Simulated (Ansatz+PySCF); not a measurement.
Results of a calculation; reference values are marked as such.
This Ansatz input gave a total energy of -546.87002 hartree.

```yaml
crystal:
  periodic: [false, false, false]
  atoms:
    - { symbol: S, position_ang: [0.0, 0.0, -0.40103] }
    - { symbol: O, position_ang: [0.0, 1.35047, 0.40103] }
    - { symbol: O, position_ang: [0.0, -1.35047, 0.40103] }
basis:
  gaussian: { orbitals: def2-SVP }
hamiltonian:
  xc: hf
scf:
  omitted_lower_state_checks: [stability, starts, atomic_configurations, cluster_reference, orbital_swaps, given_window_search, neighbouring_geometries, increment]
```

Q: Write an input for PySCF with the same method and basis set.

A:

```python
from pyscf import gto, scf

mol = gto.M(atom="""
S 0.000000 0.000000 -0.401030
O 0.000000 1.350470 0.401030
O 0.000000 -1.350470 0.401030
""", basis='def2-svp', charge=0, spin=0)
mf = scf.RHF(mol)
mf.kernel()
print(mf.converged, mf.e_tot, mf.spin_square()[0])
```

PySCF 2.14.0 gave -546.87003 hartree, 0.08 meV from the first. Caution: an unrestricted determinant lies well below.
